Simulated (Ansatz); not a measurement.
CH4S2, SMILES SCS, the interaction energy of a dimer with the counterpoise correction

Computed with Ansatz's Python interface.

Interactive session:
```pycon
>>> from dataclasses import dataclass
>>> import ansatz as az
>>> @dataclass(frozen=True)
... class Settings:
...     basis_set: str = 'cc-pVDZ'
...     xc: str = 'HF'
...
>>> settings = Settings()
>>> FIRST = [
...     ('S', (-1.2457, 1.1264, -0.4549)),
...     ('C', (-0.0996, 0.1417, 0.4061)),
...     ('S', (1.1247, -0.4843, -0.743)),
...     ('H', (-1.4603, 0.3024, -1.453)),
...     ('H', (-0.6117, -0.7059, 0.8539)),
...     ('H', (0.3833, 0.7492, 1.1921)),
...     ('H', (1.9096, -1.1294, 0.1987)),
... ]
>>> SECOND = [
...     ('S', (-4.4649, 0.8717, -2.0642)),
...     ('C', (-5.4851, 2.2152, -2.4868)),
...     ('S', (-7.066, 1.5999, -3.0641)),
...     ('H', (-4.6775, 0.1528, -3.1409)),
...     ('H', (-5.0254, 2.7824, -3.292)),
...     ('H', (-5.6219, 2.8605, -1.6008)),
...     ('H', (-7.6635, 2.8377, -3.2369)),
... ]
>>> def energy(atoms, ghosts=()):
...     molecule = az.Crystal.molecule()
...     for symbol, xyz in atoms:
...         molecule = molecule.atom(symbol, xyz)
...     calc = (
...         molecule.calculation()
...         .basis(gaussian=settings.basis_set)  # atom-centred Gaussian functions
...         .functional(settings.xc)
...     )
...     deck = calc.input()
...     if ghosts:
...         deck = deck.set(az.key.basis.gaussian.ghost_atoms, [{'symbol': s, 'position_ang': list(xyz)} for s, xyz in ghosts])
...     return az.Session.from_dict(deck).plan().execute().report['free_energy_ev']
...
>>> # monomers in their own basis and in the basis of the dimer
>>> both = energy(FIRST + SECOND)
>>> alone = energy(FIRST) + energy(SECOND)
>>> ghosted = energy(FIRST, SECOND) + energy(SECOND, FIRST)
>>> print(f'dimer {both:.6f} eV')
dimer -45456.236693 eV
>>> print(f'interaction, uncorrected   {(both - alone):8.3f} eV')
interaction, uncorrected      0.041 eV
>>> print(f'interaction, counterpoise  {(both - ghosted):8.3f} eV')
interaction, counterpoise     0.055 eV
>>> print(f'basis-set superposition    {(alone - ghosted):8.3f} eV')
basis-set superposition       0.014 eV
```

Uncorrected it is 0.041 eV, with the counterpoise correction 0.055 eV; the difference, 0.01 eV, is the superposition error. In this basis both values are repulsive.

Notes:
- Total energies depend on the basis set; only differences at equal settings carry meaning.
- The dimer is a generated trial pose of unrelaxed monomers, not a minimum, so the figure is no binding energy, and the basis set is small.
- Hartree-Fock leaves correlation out, so bond, atomisation and ionisation energies come out well too low.
- This level lacks the dispersion part of the attraction (electrostatics and induction are there), which can decide the sign where the interaction is weak.
- The whole script took 8.7 s on 1 thread of Arm Neoverse V2 (shared host), peak memory 0.37 GiB.
